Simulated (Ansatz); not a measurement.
We consider 2H WS₂, described by r²SCAN in Ansatz (plane waves, PAW).

Settings: plane-wave cutoff 560 eV, 12×12×4 k mesh (along the axes of the cell as run), Fermi–Dirac smearing 0.01 eV, no spin polarisation, scalar-relativistic PAW data made under PBE.

Computed at the level's own relaxed cell.

Estimate the bulk modulus B0, smallest direct gap on the k points sampled, lattice parameter c, band gap and direct gap at Γ that the calculation returns.


- bulk modulus B0 = 17.9 GPa
- smallest direct gap on the k points sampled = 1.87 eV
- lattice parameter c = 13.074 Å
- band gap = 1.37 eV
- direct gap at Γ = 2.55 eV

Measured, for comparison: bulk modulus 61 ± 1 GPa (room temperature, not corrected to a static lattice; as tabulated in High pressure x-ray diffraction study of tungsten disulfide, J. Phys. Chem. …); lattice parameter c 12.323 Å (300 K, not corrected to a static lattice; as tabulated in arXiv:1605.07067). Computed (rounded) less measured: bulk modulus -71 %, lattice parameter c +6.1 %.

Note: for a layered or molecular solid the relaxed cell lies over 5 % above the published volume, where the minimum can be shallow; the cell comes from a level without a dispersion term, which matters for the spacing of layers, chains or molecules; the bulk modulus comes from volumes at which shape and atoms were relaxed.

Spin–orbit coupling is not included.

Computed values are for the static lattice.

Cost on a shared machine: roughly 16 core-minutes.

Ansatz is an electronic-structure program.
